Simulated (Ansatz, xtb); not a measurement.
A geometry optimisation of C2H4O− with r2SCAN-D4/def2-SVPD

The starting geometry of this gas-phase doublet has its atoms placed at random.

```xyz
7

C     0.2019    0.1813    0.9298
C    -0.0850   -1.5490    0.3402
O     1.6457   -0.6580   -0.0875
H    -1.1885    0.2013    1.4740
H     1.2902   -1.8456   -0.2430
H    -0.9650   -0.7217    0.5489
H     0.7236    0.8747    1.7920
```

Q: One run relaxed it with r2SCAN-D4/def2-SVPD. What is a likely outcome?

A: It ends as a structure given below by its coordinates. Distances that change by over a tenth: C1–H7 (1.22 → 1.09 Å). Contacts that close: C1–C2 (1.85 → 1.35 Å), C1–H4 (1.49 → 1.10 Å), C2–O3 (1.99 → 1.33 Å), O3–H5 (1.25 → 1.04 Å).

The energy falls by 9.53 eV over 26 steps:

| step | E − E(last) (eV) |
| --- | --- |
| 1 | 9.533 |
| 4 | 2.318 |
| 7 | 1.390 |
| 9 | 1.205 |
| 12 | 1.109 |
| 15 | 0.637 |
| 18 | 0.443 |
| 20 | 0.357 |
| 23 | 0.004 |
| 26 | 0.000 |

Final geometry (Å):

| atom | x (Å) | y (Å) | z (Å) |
| --- | --- | --- | --- |
| C | -0.1548 | 0.2054 | 1.3708 |
| C | 0.1863 | -0.7345 | 0.4671 |
| O | 1.4195 | -1.0344 | 0.0830 |
| H | -1.2179 | 0.3529 | 1.5982 |
| H | 1.4085 | -1.7988 | -0.6264 |
| H | -0.6017 | -1.3343 | -0.0248 |
| H | 0.5830 | 0.8268 | 1.8864 |

From the same start GFN2-xTB reaches the same bonding as this run.

From so rough a start the end depends on the optimiser's path, so another program may land elsewhere. The end wasn't checked by frequencies. Open shells are spin-unrestricted. Run with Ansatz 0.2.0, 3.4 min on 2 threads of Intel(R) Xeon(R) Processor @ 2.50GHz (Skylake/Cascade Lake), with other jobs on the host.
